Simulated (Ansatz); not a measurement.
Input for Ansatz (development build ahead of 0.2.0):

```yaml
crystal:
  periodic: [false, false, false]
  atoms:
    - { symbol: F, position_ang: [0.0, 0.0, 0.0] }
    - { symbol: F, position_ang: [0.0, 0.0, 1.322] }
basis:
  gaussian: { orbitals: def2-SVP }
total_charge: 1
magnetization:
  initial_magnetization: 1
hamiltonian:
  xc: hf
correlation:
  method: mp2
  frozen_orbitals: { F: 1 }
scf:
  omitted_lower_state_checks: [stability, starts, atomic_configurations, cluster_reference, orbital_swaps, given_window_search, neighbouring_geometries, increment]
```

The input is written out in the form of the current development build from the run's settings. Correlation on restricted open-shell orbitals is semicanonical, with singles.

Results

| Quantity | Value |
| --- | --- |
| Converged | yes |
| Reference energy | -197.91500 hartree |
| Correlation energy | -0.43594 hartree |
| Total energy | -198.35095 hartree |
| Spin squared of the determinant | 0.750 |
| Occupied orbitals by symmetry in an Abelian subgroup (alpha; beta) | 3 Ag 2 B1u 1 B2g 1 B2u 1 B3g 1 B3u; 3 Ag 2 B1u 1 B2g 1 B2u 1 B3u |

Messages of the program:
```
mean field -5385.54159471 eV, -197.9150031543 hartree, gradient 3.1e-6 eV, S^2 0.750000; 0 other ends of a descent, 0 dependent functions left out
```

The reference isn't the lowest determinant (another lies 0.69 eV lower), but the same method gives a higher total on the lower determinant. Caution: an unrestricted determinant lies well below; MP2 on this radical cation hangs on the determinant chosen.
